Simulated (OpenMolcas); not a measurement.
**NO+ (nitrosonium) at CCSD(T)/aug-pcseg-1**

Aim: the vertical ionisation energy of NO+ (nitrosonium) at CCSD(T)/aug-pcseg-1, from 2 runs. 

The results are computed with OpenMolcas 26.06.

2 further runs of the same task are left out: 2 set aside as unsound or not needed.

### 1 The molecule

NO+: 2 atoms, total charge +1, spin state singlet. As SMILES, `N#[O+]`. The bond length is the measured one.

Bond lengths: N1–O2 1.063 Å.

### 2 The energy at CCSD(T)/aug-pcseg-1

File job.inp:

```
&GATEWAY
BasLib=$CurrDir
Coord
2
bohr
N      0.00000000     0.00000000     0.00000000
O      0.00000000     0.00000000     2.00919461
Basis=aug-pcseg-1
Group=NoSym
&SEWARD
&SCF
Charge=1
PrOrbitals=1 1
&RASSCF
FileOrb=$Project.ScfOrb
Spin=1
Nactel=0 0 0
Inactive=7
Ras2=0
OutOrbitals=Canonical
OrbListing=Nothing
&MOTRA
JobIph
Frozen=2
&CCSDT
CCT
Triples=2
Iterations=50
Extrapolation=5 4
```

The basis set aug-pcseg-1 is read from a file made from the Basis Set Exchange's data (not shown).

Run with:

```bash
export MOLCAS_MEM=1860
pymolcas job.inp > job.log
```

The program printed:

```text
--- Start Module: gateway ---
[...]
--- Stop Module: gateway /rc=_RC_ALL_IS_WELL_ ---
[...]
      Basis functions           46
[...]
       Convergence after  13 Iterations
[...]
::    Total SCF energy                               -128.8835133351
[...]
      Total spin, S                                     0.0000000000
[...]
      Number of active orbitals                  0
[...]
      Spin quantum number                      0.0
[...]
      Active orbitals                            0
[...]
      Number of CSFs                             1
[...]
      Number of root(s) required                 1
[...]
      Convergence after  4 iterations
[...]
      Natural orbitals and occupation numbers for root  1
      ************************************************************************************************************************
      *                                                    Final results                                                     *
      ************************************************************************************************************************
[...]
::    RASSCF root number  1 Total energy:   -128.88351334
[...]
      Total electronic charge=   14.000000
      Total            charge=    1.000000
[...]
      Dipole Moment (debye):
      Origin of the operator (angstrom)=    0.0000    0.0000    0.5669
                   X=  2.1139E-16               Y=  5.8538E-16               Z= -6.6207E-01           Total=  6.6207E-01
      Center of Charge (angstrom)
[...]
--- Start Module: motra ---
[...]
      *** WARNING: Default frozen orbitals is overwritten by user input.
      *** Default values:   2
[...]
--- Stop Module: motra /rc=_RC_ALL_IS_WELL_ ---
--- Start Module: ccsdt ---
[...]
      Convergence after                    13  Iterations
      Total energy (diff) :    -129.22125567       0.00000008
[...]
 METHOD                       : CCSD+T(CCSD)+<T3(1)WT1> = CCSD(T)
[...]
       CCSD     =      -129.2212556664890
[...]
--- Stop Module: ccsdt /rc=_RC_ALL_IS_WELL_ ---
[...]
```

Run time: 3.6 s. Hardware: 1 thread of Arm Neoverse V1, shared host; peak memory 0.38 GiB.

### 3 Doublet [NO]2+ at the same level

File job.input:

```
&GATEWAY
  BasLib
  $CurrDir
  Coord
  2
  bohr
  N      0.00000000     0.00000000     0.00000000
  O      0.00000000     0.00000000     2.00919461
  Basis
  aug-pcseg-1
  Group
  NoSym

&SEWARD

&SCF
  UHF
  Charge
  2
  Spin
  2
  PrOrbitals
  1 1

&RASSCF
  FileOrb
  $Project.UnaOrb
  Spin
  2
  Nactel
  1 0 0
  Inactive
  6
  Ras2
  1
  OutOrbitals
  Canonical
  OrbListing
  Nothing

&MOTRA
  JobIph
  Frozen
  2

&CCSDT
  CCT
  Triples
  3
  Iterations
  50
  Extrapolation
  5 4
```

The basis set aug-pcseg-1 is read from a file made from the Basis Set Exchange's data (not shown).

Run with:

```bash
export MOLCAS_MEM=1860
pymolcas job.input > job.log
```

The program printed:

```text
--- Start Module: gateway ---
[...]
--- Stop Module: gateway /rc=_RC_ALL_IS_WELL_ ---
[...]
      Basis functions           46
[...]
       Convergence after  31 Iterations
[...]
::    Total SCF energy                               -127.8530219167
[...]
      Total spin, S                                     0.7958407392
[...]
      Number of active orbitals                  1
[...]
      Spin quantum number                      0.5
[...]
      Active orbitals                            1
[...]
      Number of CSFs                             1
[...]
      Number of root(s) required                 1
[...]
      Convergence after  9 iterations
[...]
      printout of CI-coefficients larger than  0.05 for root  1
      energy=    -127.812956
      conf/sym  1     Coeff  Weight
             1  u   1.00000 1.00000
      Natural orbitals and occupation numbers for root  1
      sym 1:   1.000000
      ************************************************************************************************************************
      *                                                    Final results                                                     *
[...]
::    RASSCF root number  1 Total energy:   -127.81295582
[...]
      Total electronic charge=   13.000000
      Total            charge=    2.000000
[...]
      Dipole Moment (debye):
      Origin of the operator (angstrom)=    0.0000    0.0000    0.5669
                   X= -9.1556E-10               Y=  7.5022E-10               Z= -2.5608E+00           Total=  2.5608E+00
      Center of Charge (angstrom)
[...]
--- Start Module: motra ---
[...]
      *** WARNING: Default frozen orbitals is overwritten by user input.
      *** Default values:   2
[...]
--- Stop Module: motra /rc=_RC_ALL_IS_WELL_ ---
--- Start Module: ccsdt ---
[...]
      Convergence after                    21  Iterations
      Total energy (diff) :    -128.15616583       0.00000005
[...]
 METHOD                       : CCSD+T(CCSD)+<T3(1)WT1>+<T3(1)UT2> = CCSD(T)
[...]
       CCSD     =      -128.1561658261452
[...]
--- Stop Module: ccsdt /rc=_RC_ALL_IS_WELL_ ---
[...]
```

It took 5.1 s on 1 thread of Arm Neoverse V1, shared host; peak memory 0.38 GiB.

### 4 Outcome

Level: CCSD(T)/aug-pcseg-1, 2 core orbitals frozen.

```
                                                quantity          value
                               singlet NO+: total energy  -129.23485 Eh
        singlet NO+: HOMO energy (Hartree–Fock orbitals)      -31.03 eV
        singlet NO+: LUMO energy (Hartree–Fock orbitals)       -7.66 eV
      singlet NO+: HOMO–LUMO gap (Hartree–Fock orbitals)       23.37 eV
singlet NO+: correlation energy (2 core orbitals frozen)     -351.3 mEh
                             singlet NO+: (T) correction     -13.59 mEh
                            doublet [NO]2+: total energy  -128.17156 Eh
                          doublet [NO]2+: (T) correction     -15.40 mEh
    vertical ionisation energy (to the doublet dication)      28.933 eV
```

The vertical ionisation energy comes to 28.93 eV (2792 kJ/mol). The triples (singlet NO+) make up 3.9 % of the correlation energy.
